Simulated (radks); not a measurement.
# B²⁺ in [He] 2s0.75 3d0.25: an all-electron calculation

The task here is to estimate one member of a computed series from the others.

The numbers are computed with radks (a radial shooting solver on a logarithmic mesh, Libxc functionals) version 1 (Dirac Kohn-Sham, LDA (Slater exchange, Perdew-Wang correlation), spin-unpolarised, spherical densities, finite nucleus; open shells are shared between the two j in proportion to 2j + 1), except any that are marked as measured or tabulated.

## The atom as given

- element: boron (Z = 5)
- charge: +2
- electrons: 3
- configuration: [He] 2s0.75 3d0.25
- nuclear rms radius: 2.406 fm

Set-up of the first run:

Input:

```text
Z 5
configuration [He] 2s0.75 3d0.25 2p0 3s0
relativity Dirac
functional lda,pw
spin unpolarised
j_filling average
nucleus finite rms 2.406 fm
c 137.035999084
```

The run is started by

```sh
> python run_ks.py task.json out
```

This one command runs every case of the session in turn.

Among the steps run: Self-consistent calculation.

One of the session's tables, all rows but one given; the rest of the session is left out.

It belongs to the step «Radial structure». Radial moments (bohr):

| level | <r> | outermost maximum (interpolated) | 90 % within | nodes |
| --- | --- | --- | --- | --- |
| 1s1/2 | 0.3302 | 0.212 | 0.593 | 0 |
| 2s1/2 | 1.632 | 1.36 | 2.52 | 1 |
| 2p1/2 | 1.565 | 1.23 | 2.54 | 0 |
| 2p3/2 | 1.565 | 1.23 | 2.54 | 0 |
| 3s1/2 | 4.164 | 3.90 | 6.04 | 2 |
| 3d3/2 | ? | ? | ? | ? |
| 3d5/2 | 3.844 | 3.26 | 5.84 | 0 |

Estimate the missing values for 3d3/2.

As computed: <r>: 3.843; outermost maximum (interpolated): 3.26; 90 % within: 5.84; nodes: 0. In the column «<r>» it lies between 2s1/2 (1.632) and 3d5/2 (3.844).
